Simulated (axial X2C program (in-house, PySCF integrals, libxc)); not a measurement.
# Worked dissociation energy of NaCl⁻: MP2, spin-free

Computed with an axial X2C code built on PySCF integrals. Spin-free means the one-electron spin-free X2C Hamiltonian. Basis: Cl dyall-av3z [9s8p3d2f], Na dyall-av3z [10s9p5d2f] (cores contracted in-house); Gaussian nuclei, density fitting, unrestricted open shells. Masses: Cl 34.969 u, Na 22.990 u.

Molecular state: M_S = 1/2, Λ = 0 (beyond evenly filled blocks: σα).

Correlated methods: 9 electrons correlated (number of frozen shells: Cl 2 s, 1 p; Na 2 s, 1 p), 235 virtual spin orbitals or spinors in MP2.

| Item | Value |
| --- | --- |
| E(Cl-) (2M_S = 0, M_L = 0) | -461.199772 hartree |
| E(Na) (2M_S = 1, M_L = 0) | -162.068096 hartree |
| E(NaCl⁻) at Re | -623.316586 hartree |
| ωe | 264.8 cm⁻¹ |
| ωexe | 2.17 cm⁻¹ |

Task: Work out De and D0.

Result: De = -461.199772 + (-162.068096) − (-623.316586) = 0.04872 hartree = 1.326 eV. The zero-point energy is ωe/2 − ωexe/4 = 132 cm⁻¹ = 0.016 eV, so D0 = 1.309 eV.

The state is one determinant whose occupation by symmetry is held fixed; it was picked as the lowest of a PBE0 search that is not exhaustive. De is counted from the lowest determinant-based energies of the atoms at the same level, without counterpoise correction.

Each atomic determinant is the lowest at this level and need not be a pure term. Totals compare only within one Hamiltonian and basis.
